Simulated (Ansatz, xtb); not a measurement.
Relative energy of two isomers of CHS2+

Structure I is `C1=[S+]S1`, a singlet and structure II is `S=C=[SH+]`, a singlet. Both are isolated ions in the gas phase, relaxed with B3LYP-D4/def2-TZVP.

I (Å):

```yaml
atoms:
  - { symbol: C, position_ang: [-2.2471, 0.2324, 2.2314] }
  - { symbol: S, position_ang: [-1.1562, -0.7871, 1.5257] }
  - { symbol: S, position_ang: [-2.6192, 0.6880, 0.6882] }
  - { symbol: H, position_ang: [-2.5684, 0.4845, 3.2367] }
```

II (Å):

```yaml
atoms:
  - { symbol: C, position_ang: [-2.6846, 0.2578, 1.8047] }
  - { symbol: S, position_ang: [-4.1342, 0.0654, 2.1455] }
  - { symbol: S, position_ang: [-1.1418, 0.5568, 1.3384] }
  - { symbol: H, position_ang: [-0.5990, -0.3051, 2.2385] }
```

Question: Estimate which is lower in electronic energy at CCSD(T)/def2-TZVPP, and by roughly how much.

Answer: The CCSD(T)/def2-TZVPP calculation puts structure II lower, by 22.4 kcal/mol.

How the difference moves with the method:

| level | geometry | E(II) − E(I) (kcal/mol) | departure from the last row (kcal/mol) | job, with rough time for the two |
| --- | --- | --- | --- | --- |
| GFN2-xTB | GFN2-xTB | −8.5 | +13.9 | optimisation, 0.1 s |
| HF/STO-3G | GFN2-xTB | −31.5 | −9.1 | single point, 0.16 s |
| r2SCAN-D4/def2-SVP | GFN2-xTB | −26.7 | −4.4 | single point, 1.5 s |
| B3LYP-D4/def2-TZVP | B3LYP-D4/def2-TZVP | −22.9 | −0.5 | optimisation, 12 s |
| HF/def2-TZVPP | B3LYP-D4/def2-TZVP | −27.3 | −5.0 | part of the CCSD(T) run |
| MP2/def2-TZVPP | B3LYP-D4/def2-TZVP | −25.4 | −3.1 | part of the CCSD(T) run |
| CCSD(T)/def2-TZVPP | B3LYP-D4/def2-TZVP | −22.4 |  | single point, 7.5 s |

As drawn, II has 1 C=S, 1 S–H in place of 1 S–S, 1 C–S, 1 C–H. Structure I has a 3-membered ring, II no ring.

The levels shown agree on the order. The largest departure from CCSD(T)/def2-TZVPP is that of GFN2-xTB, 13.9 kcal/mol.

With harmonic frequencies from B3LYP-D4/def2-TZVP (ideal gas, rigid rotor, one conformer each, 298.15 K, 1 atm): on the last row, ΔE + ΔZPE = −23.8, ΔH = −23.5, ΔG = −24.0 kcal/mol.

The T1 diagnostic of structure I is large, so the coupled-cluster value is less sure. The correlated steps freeze 11 core orbitals. Codes used: Ansatz 0.2.0, xtb 6.7.1; the last row on 2 threads of Arm Neoverse V1 on a shared host.
